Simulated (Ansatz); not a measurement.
Bulk modulus (GPa) of solids drawn from the class of carbides, at two levels: PBE (Ansatz, a quantum-chemistry and plane-wave program, plane waves, PAW), and PBEsol in Ansatz (plane waves, PAW).

| solid | PBE | PBEsol |
|---|---|---|
| rock-salt ZrC | 222 | ? |
| rock-salt NbC | 300 | 320 |
| rock-salt TiC | 251 | 267 |
| hexagonal WC | 383 | 406 |
| rock-salt TaC | 324 | 344 |
| rock-salt HfC | 234 | 248 |

### Question
Estimate the withheld PBEsol value from the other rows.

### Answer
One way: carry over the typical ratio. The ratios PBEsol / PBE of the other rows, in order: 1.060, 1.060, 1.062, 1.064, 1.067; median 1.062. Rock-salt ZrC: 222 × 1.062 = 236 GPa; the run gives 236 GPa. The ratios spread from 1.060 to 1.067.

Of 6 rows, PBEsol is the larger in 6 and the smaller in 0.

Ansatz's runs of these crystals have no spin polarisation.

Spin–orbit coupling is left out, also for the solids with elements from indium on (hexagonal WC, rock-salt TaC, rock-salt HfC); its size isn't shown.

In Ansatz's fits of the non-cubic solids, shape and atoms are relaxed at each volume.

Each level is taken at its own relaxed cell. Ansatz's density-functional and Hartree–Fock values are scalar-relativistic unless marked +SOC, with PAW data made under PBE.
